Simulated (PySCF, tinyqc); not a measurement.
Inside a calculation. Method: CIS on RHF in the sto-6g basis, frozen core, for LiH, spin multiplicity 1. The lowest restricted solution is unstable here: a spin-polarised one lies 0.0129 hartree lower (PySCF). One step of it, computed by the program tinyqc.

Task: Orthogonalisation. S = U s U^T; symmetric (Loewdin) form X = U s^(-1/2) U^T, so that X^T S X = 1.

overlap S:
```
           1Li 1s    1Li 2s   1Li 2px   1Li 2py   1Li 2pz     2H 1s
1Li 1s   1.000000  0.235742  0.000000  0.000000  0.000000  0.013673
1Li 2s   0.235742  1.000000  0.000000  0.000000  0.000000  0.231608
1Li 2px  0.000000  0.000000  1.000000  0.000000  0.000000  0.000000
1Li 2py  0.000000  0.000000  0.000000  1.000000  0.000000  0.000000
1Li 2pz  0.000000  0.000000  0.000000  0.000000  1.000000  0.337215
2H 1s    0.013673  0.231608  0.000000  0.000000  0.337215  1.000000
```

Give: eigenvalues of S; X.

Result:

eigenvalues of S: 0.569  0.813  1.000  1.000  1.178  1.440

X:
```
         1Li 1s  1Li 2s  1Li 2px  1Li 2py  1Li 2pz   2H 1s
1Li 1s    1.022  -0.126    0.000    0.000   -0.005   0.016
1Li 2s   -0.126   1.046    0.000    0.000    0.035  -0.133
1Li 2px   0.000   0.000    1.000    0.000    0.000   0.000
1Li 2py   0.000   0.000    0.000    1.000    0.000   0.000
1Li 2pz  -0.005   0.035    0.000    0.000    1.049  -0.189
2H 1s     0.016  -0.133    0.000    0.000   -0.189   1.072
```
